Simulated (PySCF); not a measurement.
Zinc-blende BP: correlation energy from several methods in one and the same small orbital space (PySCF; 2 atoms at the zone centre, 8 electrons in 17 orbitals, empty ones MP2 natural orbitals of a TZ basis, lattice constant set to 5.2187 Å). Its volume lies 52 % above that of the crystal's usual cell. It tests the methods against each other and lies far from the crystal's limit.

Full CI gives -2.6585 eV per atom.

Task: What share of it do MP2, CCSD, CCSD(T), CCSDT, CCSDT(Q), CCSDTQ recover?

Result: MP2 67.9 %; CCSD 97.0 %; CCSD(T) 98.8 %; CCSDT 99.5 %; CCSDT(Q) 99.8 %; CCSDTQ 100.0 %.

```json
[
 {"method": "MP2", "E_corr (eV per atom)": "-1.8061", "share of full CI (%)": "67.9", "error (meV)": "852"},
 {"method": "CCSD", "E_corr (eV per atom)": "-2.5800", "share of full CI (%)": "97.0", "error (meV)": "78"},
 {"method": "CCSD(T)", "E_corr (eV per atom)": "-2.6255", "share of full CI (%)": "98.8", "error (meV)": "33"},
 {"method": "CCSDT", "E_corr (eV per atom)": "-2.6442", "share of full CI (%)": "99.5", "error (meV)": "14"},
 {"method": "CCSDT(Q)", "E_corr (eV per atom)": "-2.6524", "share of full CI (%)": "99.8", "error (meV)": "6"},
 {"method": "CCSDTQ", "E_corr (eV per atom)": "-2.6571", "share of full CI (%)": "100.0", "error (meV)": "1"},
 {"method": "full CI", "E_corr (eV per atom)": "-2.6585", "share of full CI (%)": "100.0", "error (meV)": "0"}
]
```

The Hartree–Fock determinant has a weight of 0.83 in the full CI state.

MP2, (T) and (Q) use filled levels shifted down by the Madelung term, which in so small a cell is a large part of the gap, so these rows hang on it.
